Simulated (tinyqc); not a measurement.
Ways to converge the cycle: SCF convergence aids in the sto-3g basis, for HF, spin multiplicity 1. Computed by the program tinyqc with PySCF. Command: `OMP_NUM_THREADS=1 python tinyqc.py 114222 114223 out.jsonl`; one thread of a shared host (Intel(R) Xeon(R) Processor @ 2.60GHz), about 0.6 s.

Geometry (angstrom):
```
atom,x,y,z
F,0.0000,0.0000,0.0000
H,0.0000,0.0000,1.0260
```

lowest restricted solution found by these runs and by PySCF = -98.567216 hartree

RHF with one setting changed at a time; a run stops when the energy changes by less than 1e-09 hartree and the error matrix is below 1e-5. The start is random orbitals. Damping d keeps d of the old density; a shift (hartree) raises the virtual levels; DIIS n extrapolates F over n matrices.

Largest element of the error matrix X^T (FDS - SDF) X:
```
iteration,plain,damping 0.3,damping 0.6,shift 0.4,DIIS 3,DIIS 8
1,5.2e-01,5.2e-01,5.2e-01,5.2e-01,5.2e-01,5.2e-01
2,5.9e-01,3.1e-01,3.5e-01,5.9e-01,5.9e-01,5.9e-01
3,6.7e-02,2.8e-01,2.2e-01,2.7e-01,4.0e-01,4.0e-01
4,3.9e-03,1.5e-01,2.1e-01,9.0e-02,2.6e-02,2.6e-02
5,9.3e-04,6.8e-02,2.0e-01,2.9e-02,5.0e-03,7.8e-03
6,4.4e-04,2.8e-02,1.6e-01,9.4e-03,6.2e-04,6.3e-04
8,1.4e-04,4.1e-03,9.4e-02,1.0e-03,4.1e-06,6.7e-06
10,4.4e-05,5.6e-04,4.7e-02,1.5e-04,-,-
14,-,8.9e-05,1.0e-02,3.2e-05,-,-
20,-,9.8e-06,7.9e-04,-,-,-
30,-,-,4.1e-05,-,-,-
```

How each run ends:
```
run,iterations,E (hartree),state
plain,13,-98.56722,lowest found
damping 0.3,21,-98.56722,lowest found
damping 0.6,44,-98.56722,lowest found
shift 0.4,18,-98.56722,lowest found
DIIS 3,9,-98.56722,lowest found
DIIS 8,9,-98.56722,lowest found
```

6 of 6 runs reach the lowest restricted solution found, in 9 to 44 iterations (fastest: DIIS 3, DIIS 8). Plain steps already contract here, so damping only slows them. DIIS 3 and DIIS 8 gain by cancelling the error over several earlier matrices, much as a quasi-Newton step does.
